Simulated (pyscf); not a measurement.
H₂N–SiH₃ (SMILES N[SiH3]) + H• (SMILES [H]) → •HN–SiH₃ (SMILES [NH][SiH3]) + H₂ (SMILES [H][H]), a hydrogen abstraction (doublet surface; H–N broken, H–H formed). PySCF, gas phase, ωB97X-D3(BJ)/def2-SVP geometries. Energies in kcal/mol from the separated reactants.

Small-basis levels: PySCF, no dispersion term, spherical d functions. Open shells are spin-unrestricted. 

Problem. In single points B3LYP/LANL2DZ puts the saddle at 11.9 kcal/mol and the reaction energy at +7.0 kcal/mol. Should these be trusted to within a few kcal/mol? Compare with ωB97M-D3(BJ)/def2-TZVP.

Solution. ωB97M-D3(BJ)/def2-TZVP gives ΔE‡ = 16.0 kcal/mol and ΔE = +8.3 kcal/mol. B3LYP/LANL2DZ lies 4.1 kcal/mol under it in the barrier and 1.3 kcal/mol under it in the reaction energy, so on this step it does not hold to within 3.0 kcal/mol. ωB97M-D3(BJ)/def2-TZVP has limits of its own. The same reactants have a lower exit, to H₂N–SiH₂• + H₂ (barrier +3.9 kcal/mol at ωB97M-D3(BJ)/def2-TZVP, against +16.0 kcal/mol here). •HN–SiH₃ lies 20.8 kcal/mol over its isomer H₂N–SiH₂• (electronic energy, ωB97M-D3(BJ)/def2-TZVP). One saddle was located; it need not be the lowest between these sides. The angle at the transferred H is 157°.
